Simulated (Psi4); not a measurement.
# singlet AlSiH4O−: levels of theory compared

Aim: a comparison of 3 runs (BHLYP/aug-cc-pVDZ, PBE0/aug-cc-pVDZ, r2SCAN/aug-cc-pVDZ) of singlet AlSiH4O−. 

The results are computed with Psi4 1.11.

2 further runs of the same task are left out: 2 set aside as unsound or not needed.

### Step 1. The molecule

The species is AlSiH4O− (7 atoms), meant as a singlet with charge -1. As SMILES of the parent species, `[AlH][O][SiH3]`. Geometry: relaxed at PBE0-D4/def2-TZVP. This is one conformer, not always the lowest. That shape belongs to the parent species and isn't relaxed for this state.

Bond lengths: Al1–O2 1.689 Å, O2–Si3 1.627 Å, Al1–H4 1.609 Å, Si3–H5 1.487 Å, Si3–H6 1.487 Å, Si3–H7 1.488 Å. Angles: Al1–O2–Si3 169.6°, O2–Al1–H4 116.0°, O2–Si3–H5 110.0°, O2–Si3–H6 110.2°, O2–Si3–H7 110.3°, H5–Si3–H6 108.8°, H5–Si3–H7 108.7°, H6–Si3–H7 108.8°.

### Step 2. A single-point energy at BHLYP/aug-cc-pVDZ (run 1)

Contents of alh4osi.xyz:

```xyz
7
AlH4OSi
Al    -1.643700    -1.503700    -0.201100
O     -0.403000    -0.368600    -0.047300
Si     0.870900     0.567400     0.335800
H     -2.580100    -1.352800    -1.500200
H      1.204400     1.463600    -0.802700
H      0.554900     1.401200     1.526200
H      2.057800    -0.275200     0.643500
```

Contents of run.py:

```python
import psi4

psi4.set_memory(1600000000)
psi4.set_num_threads(1)
psi4.core.set_output_file('output.dat', False)

with open('alh4osi.xyz') as f:
    atoms = ''.join(f.readlines()[2:])
mol = psi4.geometry('-1 1\n' + atoms + 'symmetry c1')

options = {'basis': 'aug-cc-pVDZ', 'reference': 'rks', 'puream': True, 'e_convergence': 1e-09, 'd_convergence': 1e-08, 'scf_type': 'pk', 'dft_radial_points': 99, 'dft_spherical_points': 590}
psi4.set_options(options)

result, w = psi4.energy('bhhlyp', molecule=mol, return_wfn=True)
psi4.oeprop(w, 'QUADRUPOLE', 'DIPOLE', 'MULLIKEN_CHARGES')
print(f'bhhlyp energy: {result:.10f} Eh')
for k, v in sorted(psi4.core.scalar_variables().items()):
    print(f'{k:45s} {v:18.10f}')
```

Run with:

```console
$ python run.py
```

output.dat:

```text
[...]
  Running in c1 symmetry.
[...]
  Nuclear repulsion =  131.662824239197874
[...]
  Multiplicity = 1
[...]
  Nalpha       = 20
  Nbeta        = 20
[...]
    Number of basis functions: 113
[...]
   @RKS iter   1:  -609.28894584801151   -5.36882e-01   6.83944e-03 DIIS/ADIIS
[...]
   @RKS iter  12:  -609.57766600181446   -3.22871e-11   5.21893e-09 DIIS
[...]
  @RKS Final Energy:  -609.57766600181446
   => Energetics <=
    Nuclear Repulsion Energy =            131.6628242391978745
    One-Electron Energy =               -1113.1482951916418642
    Two-Electron Energy =                 397.5879573176700319
    DFT Exchange-Correlation Energy =     -25.6801523670404990
    Empirical Dispersion Energy =           0.0000000000000000
    VV10 Nonlocal Energy =                  0.0000000000000000
    Total Energy =                       -609.5776660018144639
[...]
 Multipole Moments:
 ------------------------------------------------------------------------------------
     Multipole            Electronic (a.u.)      Nuclear  (a.u.)        Total (a.u.)
 ------------------------------------------------------------------------------------
 L = 1.  Multiply by 2.5417464519 to convert [e a0] to [Debye]
 Dipole X            :         -1.5493659            3.6579623            2.1085963
 Dipole Y            :         -1.2759963            3.6796803            2.4036840
 Dipole Z            :         -0.2648195           -0.0482176           -0.3130371
 Magnitude           :                                                    3.2127663
 L = 2.  Multiply by 1.3450342976 to convert [e a0^2] to [Debye ang]
 Quadrupole XX       :       -243.3768968          202.0925293          -41.2843675
 Quadrupole XY       :       -158.7687998          149.9390968           -8.8297029
[...]
  Mulliken Charges: (a.u.)
   Center  Symbol    Alpha    Beta     Spin     Total
       1    AL     6.81199  6.81199  0.00000 -0.62397
       2     O     4.46048  4.46048  0.00000 -0.92096
       3    SI     6.99262  6.99262  0.00000  0.01476
       4     H     0.46301  0.46301  0.00000  0.07398
       5     H     0.41039  0.41039  0.00000  0.17922
       6     H     0.42842  0.42842  0.00000  0.14317
       7     H     0.43310  0.43310  0.00000  0.13379
   Total alpha = 20.00000, Total beta = 20.00000, Total charge = -1.00000
```

Standard output:

```text
bhhlyp energy: -609.5776660018 Eh
CURRENT ENERGY                                   -609.5776660018
CURRENT REFERENCE ENERGY                         -609.5776660018
DD SOLVATION ENERGY                                 0.0000000000
DFT FUNCTIONAL TOTAL ENERGY                      -609.5776660018
DFT TOTAL ENERGY                                 -609.5776660018
DFT VV10 ENERGY                                     0.0000000000
DFT XC ENERGY                                     -25.6801523670
GRID ELECTRONS ALPHA                               19.9999787615
GRID ELECTRONS BETA                                19.9999787615
GRID ELECTRONS TOTAL                               39.9999575230
NUCLEAR REPULSION ENERGY                          131.6628242392
ONE-ELECTRON ENERGY                             -1113.1482951916
PCM POLARIZATION ENERGY                             0.0000000000
PE ENERGY                                           0.0000000000
SCF ITERATION ENERGY                             -609.5776660018
SCF ITERATIONS                                     12.0000000000
SCF TOTAL ENERGY                                 -609.5776660018
TWO-ELECTRON ENERGY                               397.5879573177
XC GRID RADIAL POINTS                              99.0000000000
XC GRID SPHERICAL POINTS                          590.0000000000
XC GRID TOTAL POINTS                           394751.0000000000
```

It took 46 s on 1 thread of Intel Xeon Platinum 8259CL at 2.50GHz (Skylake/Cascade Lake), shared host; peak memory 0.74 GiB.

### Step 3. Energy and forces at PBE0/aug-cc-pVDZ (run 2)

alh4osi.xyz is that of step 2.

Contents of job.py:

```python
import psi4

psi4.set_memory('1600 MB')
psi4.set_num_threads(1)
psi4.core.set_output_file('alh4osi.out', False)

with open('alh4osi.xyz') as f:
    atoms = ''.join(f.readlines()[2:])
molecule = psi4.geometry('-1 1\n' + atoms + 'symmetry c1\nno_reorient\nno_com')

options = {'reference': 'rks', 'puream': True, 'e_convergence': 1e-09, 'd_convergence': 1e-08, 'scf_type': 'pk', 'dft_radial_points': 99, 'dft_spherical_points': 590}
psi4.set_options(options)

energy_value, wavefunction = psi4.gradient("pbe0/aug-cc-pVDZ", molecule=molecule, return_wfn=True)
psi4.oeprop(wavefunction, "MAYER_INDICES", "QUADRUPOLE", "DIPOLE", title="PBE0")
print('gradient / Eh bohr^-1')
print(energy_value.np.round(6))
print(f'energy = {wavefunction.energy():.10f} Eh')
```

Run with:

```console
$ python job.py
```

alh4osi.out:

```text
[...]
  Running in c1 symmetry.
[...]
  Nuclear repulsion =  131.662824239197874
[...]
  Multiplicity = 1
[...]
  Nalpha       = 20
  Nbeta        = 20
[...]
    Number of basis functions: 113
[...]
   @RKS iter   1:  -608.93370183272543   -3.46271e-01   7.53878e-03 ADIIS/DIIS
[...]
   @RKS iter  12:  -609.28833637179355   -1.61435e-11   8.86965e-09 DIIS
[...]
  @RKS Final Energy:  -609.28833637179355
   => Energetics <=
    Nuclear Repulsion Energy =            131.6628242391978745
    One-Electron Energy =               -1113.1176881393994336
    Two-Electron Energy =                 409.6219238556060418
    DFT Exchange-Correlation Energy =     -37.4553963271981587
    Empirical Dispersion Energy =           0.0000000000000000
    VV10 Nonlocal Energy =                  0.0000000000000000
    Total Energy =                       -609.2883363717936618
[...]
  -Total Gradient:
     Atom            X                  Y                   Z
    ------   -----------------  -----------------  -----------------
       1        0.027310287151     0.049374848252    -0.025168024789
       2       -0.022140593580    -0.030176480475     0.008145848691
       3        0.003416274458     0.003486665319     0.000180682800
       4        0.005215488097    -0.011480846361     0.019749709257
       5       -0.004890628910    -0.006522346205     0.003809149716
       6       -0.001608911001    -0.005585146202    -0.005049336420
       7       -0.007294802218     0.000907328437    -0.001662548928
[...]
 Multipole Moments:
 ------------------------------------------------------------------------------------
     Multipole            Electronic (a.u.)      Nuclear  (a.u.)        Total (a.u.)
 ------------------------------------------------------------------------------------
 L = 1.  Multiply by 2.5417464519 to convert [e a0] to [Debye]
 Dipole X            :         23.7358184          -21.0940679            2.6417505
 Dipole Y            :         28.2361930          -25.1645379            3.0716551
 Dipole Z            :         -3.3977570            2.9768856           -0.4208714
 Magnitude           :                                                    4.0732104
 L = 2.  Multiply by 1.3450342976 to convert [e a0^2] to [Debye ang]
 Quadrupole XX       :       -257.2397936          213.1586578          -44.0811358
 Quadrupole XY       :       -175.2984284          163.2047979          -12.0936306
[...]
```

On the terminal:

```text
gradient / Eh bohr^-1
[[ 0.02731   0.049375 -0.025168]
 [-0.022141 -0.030176  0.008146]
 [ 0.003416  0.003487  0.000181]
 [ 0.005215 -0.011481  0.01975 ]
 [-0.004891 -0.006522  0.003809]
 [-0.001609 -0.005585 -0.005049]
 [-0.007295  0.000907 -0.001663]]
energy = -609.2883363718 Eh
```

Wall time 91 s (1 thread of Intel Xeon Platinum 8259CL at 2.50GHz (Skylake/Cascade Lake), shared host); peak memory 0.73 GiB.

### Step 4. Energy and gradient at r2SCAN/aug-cc-pVDZ (run 3)

Contents of calc.dat:

```
memory 1600 mb

molecule m {
  -1 1
  Al    -1.643700    -1.503700    -0.201100
  O     -0.403000    -0.368600    -0.047300
  Si     0.870900     0.567400     0.335800
  H     -2.580100    -1.352800    -1.500200
  H      1.204400     1.463600    -0.802700
  H      0.554900     1.401200     1.526200
  H      2.057800    -0.275200     0.643500
  symmetry c1
}

set basis aug-cc-pVDZ
set puream true
set e_convergence 1e-09
set d_convergence 1e-08
set scf_type pk
set dft_radial_points 99
set dft_spherical_points 590

e, wfn = gradient('r2scan', return_wfn=True)
oeprop(wfn, 'QUADRUPOLE', 'DIPOLE', 'MULLIKEN_CHARGES')
```

Run with:

```console
$ psi4 calc.dat calc.out -n 1
```

calc.out:

```text
[...]
  Running in c1 symmetry.
[...]
  Nuclear repulsion =  131.662824239197874
[...]
  Multiplicity = 1
[...]
  Nalpha       = 20
  Nbeta        = 20
[...]
    Number of basis functions: 113
[...]
   @RKS iter   1:  -609.10376350677871   -2.27202e-01   8.11878e-03 DIIS/ADIIS
[...]
   @RKS iter  13:  -609.51600201289330   -5.84350e-11   7.07365e-09 DIIS
[...]
  @RKS Final Energy:  -609.51600201289330
   => Energetics <=
    Nuclear Repulsion Energy =            131.6628242391978745
    One-Electron Energy =               -1112.9735848929265103
    Two-Electron Energy =                 421.5628614963596874
    DFT Exchange-Correlation Energy =     -49.7681028555243259
    Empirical Dispersion Energy =           0.0000000000000000
    VV10 Nonlocal Energy =                  0.0000000000000000
    Total Energy =                       -609.5160020128932956
[...]
  -Total Gradient:
     Atom            X                  Y                   Z
    ------   -----------------  -----------------  -----------------
       1        0.026966880383     0.048608636721    -0.024664997228
       2       -0.019828790288    -0.028397800236     0.008730313015
       3        0.001703123451     0.002186625425    -0.000326972197
       4        0.004767901091    -0.011397654903     0.019109868782
       5       -0.004925635665    -0.006392213883     0.003521351062
       6       -0.001620893760    -0.005399687611    -0.004766224073
       7       -0.007028435837     0.000786592533    -0.001553468145
[...]
 Multipole Moments:
 ------------------------------------------------------------------------------------
     Multipole            Electronic (a.u.)      Nuclear  (a.u.)        Total (a.u.)
 ------------------------------------------------------------------------------------
 L = 1.  Multiply by 2.5417464519 to convert [e a0] to [Debye]
 Dipole X            :         -1.6687215            3.6579623            1.9892408
 Dipole Y            :         -1.3169748            3.6796803            2.3627055
 Dipole Z            :         -0.3510563           -0.0482176           -0.3992739
 Magnitude           :                                                    3.1143018
 L = 2.  Multiply by 1.3450342976 to convert [e a0^2] to [Debye ang]
 Quadrupole XX       :       -243.4205700          202.0925293          -41.3280407
 Quadrupole XY       :       -158.6369530          149.9390968           -8.6978562
[...]
```

It took 2.2 min on 1 thread of Intel Xeon Platinum 8259CL at 2.50GHz (Skylake/Cascade Lake), shared host; peak memory 0.74 GiB.

### Step 5. The series

```
run               level      task  energy (Eh)  HOMO energy (eV)  LUMO energy (eV)  HOMO–LUMO gap (eV)  wall time
  1   BHLYP/aug-cc-pVDZ    energy  -609.577666              0.07              2.73                2.65       46 s
  2    PBE0/aug-cc-pVDZ  gradient  -609.288336              0.63              2.55                1.92       91 s
  3  r2SCAN/aug-cc-pVDZ  gradient  -609.516002              1.21              2.59                1.38    2.2 min
```

### Step 6. What came out

```
                                                    quantity          value
                                         run 3: total energy  -609.51600 Eh
                                          run 3: HOMO energy        1.21 eV
                                          run 3: LUMO energy        2.59 eV
run 3: HOMO–LUMO gap (to an unbound level, set by the basis)        1.38 eV
                             run 3: largest force on an atom     3.127 eV/Å
```

**Reading.** The HOMO–LUMO gap runs from 1.38 eV (r2SCAN/aug-cc-pVDZ) to 2.65 eV (BHLYP/aug-cc-pVDZ). The empty levels of an anion lie above zero and hang on the basis. Totals of different functionals can't be ranked against each other. In runs 1, 2, 3 the HOMO lies above zero, so the outermost electron may be held by the basis alone. All runs together took 4.5 min, the longest 2.2 min.
